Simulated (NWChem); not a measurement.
# Ionisation of methyl formate (C$_{2}$H$_{4}$O$_{2}$)

SMILES: COC=O
```xyz
8

C     -1.3748    -0.3031     0.1031
O     -0.0616    -0.8209     0.2551
C      0.9305     0.0230    -0.0131
O      0.8004     1.1597    -0.3652
H     -1.5542     0.0098    -0.9363
H     -2.0599    -1.1132     0.3778
H     -1.5314     0.5666     0.7583
H      1.9011    -0.4932     0.1413
```
Charge 0, spin multiplicity 1.

Everything below was run with NWChem. All single points use one geometry, from PBE0/def2-SVP, a minimum by its harmonic frequencies. It is one conformer; others weren't searched.

Basis set: def2-TZVP. The species with one electron less has spin multiplicity 2 and keeps the geometry of the parent. Δ marks differences of total energies (open shells unrestricted). −ε marks an orbital energy of the parent. That orbital need not have the symmetry of the hole or added electron in the Δ rows.

The correlated methods keep 4 core orbitals frozen. No SCF solution was tested for a lower state.

**Question.** Order these methods by the first vertical ionisation energy they give, lowest first: −ε(HOMO) of r2SCAN, ΔB2PLYP, −ε(HOMO) of BP86, evGW@PBE, G0W0@PBE0.

**Answer.** −ε(HOMO) of BP86 (6.77 eV), −ε(HOMO) of r2SCAN (7.00 eV), G0W0@PBE0 (10.71 eV), evGW@PBE (11.27 eV), ΔB2PLYP (11.64 eV)
